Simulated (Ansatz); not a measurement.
The input, for Ansatz 0.2.0:

```yaml
crystal:
  periodic: [false, false, false]
  atoms:
    - {symbol: Ge, position_ang: [-0.507296, 0.000000, 0.000000]}
    - {symbol: H, position_ang: [-1.018746, 1.446599, 0.000000]}
    - {symbol: H, position_ang: [-1.018746, -0.723300, 1.252792]}
    - {symbol: H, position_ang: [-1.018746, -0.723299, -1.252792]}
    - {symbol: H, position_ang: [1.321704, 0.000000, 0.000000]}
    - {symbol: N, position_ang: [2.755704, 0.000000, 0.000000]}
basis:
  gaussian: {orbitals: cc-pVDZ}
magnetization: {spin_polarized: true, initial_magnetization: 3}
hamiltonian: {xc: {name: B97M-V}}
```

```sh
$ ansatz run in.yaml --threads 1 --pin off --events-out ev --progress --plain --max-ram 2393MiB
```

Log:

```
  # Of w^i u^j: cxij and so on, Table III.
  gx(w, u) = cx00 + cx01*u + cx02*u^2 + (cx10 + cx11*u)*w
  gss(w, u) = css00 + css02*u^2 + css10*w + (css32*w^3 + css42*w^4)*u^2
  gos(w, u) = cos00 + cos01*u + cos03*u^3 + cos10*w + cos32*w^3*u^2
      + integral(e_c_pw_mod_opposite_spin*gos(b97_w_opposite, b97_u_opposite)) + vv10(b, c)
805 factors; their error is unknown
mean field evaluation 1: about -58055.6959 eV, gradient 9.5e0 eV
mean field evaluation 2: about -58055.8358 eV, gradient 8.9e0 eV
mean field evaluation 4: about -58056.3191 eV, gradient 6.6e-1 eV
mean field evaluation 8: about -58056.3167 eV, gradient 6.6e-2 eV
mean field evaluation 16: about -58056.3168 eV, gradient 8.0e-6 eV
mean field -58056.31675167 eV, -2133.5302886389 hartree, gradient 8.0e-6 eV, S^2 3.763546; 0 other end points of the search recorded, 0 dependent functions left out
reference -58056.31679648 eV, -2133.5302902857 hartree; 23, 20 occupied and 38, 41 virtual orbitals, 805 factors
Total energy: -58056.31679648 eV, -2133.5302902857 hartree
```

Ran on 1 thread of Intel Xeon 6975P-C, shared host: 3.7 s wall, 0.21 GiB peak host memory.
